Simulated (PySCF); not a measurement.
## Bond length, frequency and bond energy of PF⁺ by level of theory

State: ²Π (doublet), unpaired electrons π ↑. Set-up: basis P def2-TZVPPD, F def2-TZVPPD; no relativity; PySCF 2.14. De refers to P⁺ + F in their high-spin ground configurations, without counterpoise correction. The functionals are run spin-unrestricted. A positive dipole points towards F; it is taken about the centre of mass and depends on that origin.

| Level | Re (Å) | ωe (cm⁻¹) | De (eV) | μ (D) |
| --- | --- | --- | --- | --- |
| UHF | 1.481 | 1144 | 3.50 | -2.75 |
| UHF-MP2 | 1.512 | 1058 | 5.63 | n/a |
| UHF-SCS-MP2 | 1.511 | 1060 | 5.45 | n/a |
| UHF-CCSD | 1.505 | 1077 | 5.17 | n/a |
| UHF-CCSD(T) | 1.513 | 1050 | 5.35 | n/a |
| PBE | 1.532 | 990 | 5.97 | -2.50 |
| r²SCAN | 1.515 | 1034 | 5.69 | -2.47 |
| M06-L | 1.512 | 1039 | 5.66 | -2.44 |
| r²SCANh | 1.509 | 1054 | 5.55 | -2.50 |
| PBE0 | 1.509 | 1058 | 5.55 | -2.56 |
| B97-3 | 1.510 | 1055 | 5.59 | -2.58 |
| M06 | 1.504 | 1069 | 5.72 | -2.59 |
| HSE06 | 1.510 | 1053 | 5.54 | -2.57 |
| B2PLYP | 1.515 | 1036 | 5.55 | -2.82 |

(1) Which functional lies closest to UHF-CCSD(T) in De, which farthest, and by how much do they differ from it?

(2) What does the step from GGA to meta-GGA do here, going from PBE to r²SCAN?

(3) What does second-order correlation do here, going from UHF to UHF-MP2?

Correlated steps freeze 6 core orbitals. For an ion De counts to the pair picked by the measured ionisation energies or electron affinities, which need not be the lowest pair at this level. B2PLYP dipoles, levels and charges come from its SCF part alone. The state is the lowest determinant that a PBE0 search found; another state may lie lower at other levels.

The whole job (state search and all levels along the bond) took about 6.7 min on 2 threads of Arm Neoverse V2 (shared host), peak memory 3.1 GiB.

Answers

(1) Closest is HSE06 (-0.3 pm in Re, +0.3 % in ωe, +0.19 eV in De against UHF-CCSD(T) in the same basis), farthest PBE (+1.9 pm in Re, -5.7 % in ωe, +0.62 eV in De). CCSD(T) converges more slowly with the basis than the functionals do and binds too weakly in this one, so the order can change at the basis-set limit.

(2) r²SCAN less PBE: -1.7 pm in Re, +4.4 % in ωe, -0.28 eV in De. 

(3) UHF-MP2 less UHF: +3.1 pm in Re, -7.5 % in ωe, +2.13 eV in De. Correlation nearly always deepens the well. The bond lengthens, as in strong covalent bonds, where excitations into antibonding orbitals dominate.
